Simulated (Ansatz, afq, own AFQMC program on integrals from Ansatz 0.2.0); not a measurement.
**MgF⁻, singlet in aug-cc-pVDZ, levels against CCSDT(Q)**

```xyz
2

F     0.0000    0.0000    0.0000
Mg    0.0000    0.0000    4.1460
```

Basis aug-cc-pVDZ. Noble-gas cores (and the filled d shells of Ga–Kr and In–Xe) are frozen. Integrals, coupled cluster, full CI and functionals: Ansatz 0.2.0; the random walks run on the same integrals in our own AFQMC program. ph-AFQMC/CISD is guided by a CISD state made of CCSD amplitudes; releasing the constraint for a short imaginary time cuts its bias at the price of noise, slowly where states lie close. ± is one standard error of the sampling.

Determinant: RHF, the one that the program's search chose, which needn't be the lowest solution. The geometry is a point of a scan.

No full CI on the walks' own integrals is used here; CCSDT(Q) serves as the reference and is uncertain by about the last step of the cluster series.

Cautions: higher spins were not checked; raised T1 diagnostic (T1 0.024, weight of the determinant 0.87, largest double 0.12).

* T1 diagnostic: 0.0240
* weight of the determinant in the CISD state: 0.874
* size of the correlated space: 10 electrons in 44 orbitals

| level | correlation energy (eV) |
| --- | --- |
| MP2 | -7.0631 |
| CCSD | -7.2764 |
| CCSD(T) | -7.4458 |

Problem. Estimate where phaseless AFQMC with a CISD trial lies against CCSD(T) on the same integrals.

Solution. 1.20 ± 0.67 kcal/mol below CCSD(T). The gap is under twice the noise, so this walk alone can't tell the two apart.

Reference: CCSDT(Q), correlation energy -7.472 eV. The released energy is read at 0.99 1/Eh, later times being too noisy (meV from the phaseless value at times in 1/Eh: -4 ± 41 at 0.24, 30 ± 38 at 0.51, -52 ± 54 at 0.99, 20 ± 106 at 1.62, -47 ± 153 at 2.40).

| level | E − E(reference) (kcal/mol) | share of correlation (%) |
| --- | --- | --- |
| CCSD(T) | 0.60 | 99.65 |
| CCSDT | 0.35 | 99.80 |
| ph-AFQMC/HF | -7.41 ± 2.13 | 104.30 |
| ph-AFQMC/CISD | -0.60 ± 0.67 | 100.35 |
| released AFQMC | -1.81 ± 1.25 | 101.05 |

A walk keeps the symmetry of its determinant, which the program's search chose and which needn't be the lowest solution, so a lower state of the same spin and another symmetry isn't excluded. Released energies are given only where the last usable release times agree within the noise; a slower fall can still hide under it.
